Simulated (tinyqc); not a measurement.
Starting guesses with plain Roothaan steps: SCF starting guesses in the sto-3g basis, for H2O, spin multiplicity 1. Computed by the program tinyqc with PySCF. RHF with one setting changed at a time; a run stops when the energy changes by less than 1e-09 hartree and the error matrix is below 1e-5. Starts: the lowest orbitals of the core Hamiltonian, of the Wolfsberg-Helmholz matrix (K = 1.75), projected atomic densities, random orbitals, and the highest orbitals of the core Hamiltonian (a deliberately bad start).

Geometry (angstrom):
```
atom       x        y       z
O     0.0000   0.0000  0.0000
H     0.0000   0.8710  0.5280
H     0.0000  -0.8340  0.5060
```

lowest restricted solution found by these runs and by PySCF = -74.951821 hartree

Largest element of the error matrix X^T (FDS - SDF) X:
```
iteration     core  Wolfsberg-Helmholz  atomic densities   random  highest core orbitals
1          7.1e-01             4.3e-01           1.3e+00  8.9e+00                3.4e-01
2          9.9e-02             1.1e-01           1.9e-01  3.9e-01                7.4e-01
3          2.3e-02             3.8e-02           2.3e-02  1.3e-01                6.6e-02
4          8.8e-03             1.5e-02           3.7e-03  4.8e-02                1.1e-02
5          3.7e-03             5.9e-03           1.2e-03  1.8e-02                3.4e-03
6          1.6e-03             2.5e-03           4.3e-04  9.0e-03                1.5e-03
8          3.3e-04             4.8e-04           6.7e-05  2.2e-03                3.1e-04
10         6.7e-05             9.7e-05           1.3e-05  5.3e-04                6.5e-05
14               -             4.2e-06                 -  3.1e-05                      -
```

How each run ends:
```
run                    iterations  E (hartree)         state
core                           13   -74.951821  lowest found
Wolfsberg-Helmholz             14   -74.951821  lowest found
atomic densities               11   -74.951821  lowest found
random                         16   -74.951821  lowest found
highest core orbitals          13   -74.951821  lowest found
```

What does the comparison show, and why?

5 of 5 runs reach the lowest restricted solution found, in 11 to 16 iterations (fastest: atomic densities). The first errors are 7e-01, 4e-01, 1e+00, 9e+00, 3e-01; the deliberately bad start has the smallest one, so a small first error does not mark a good start.
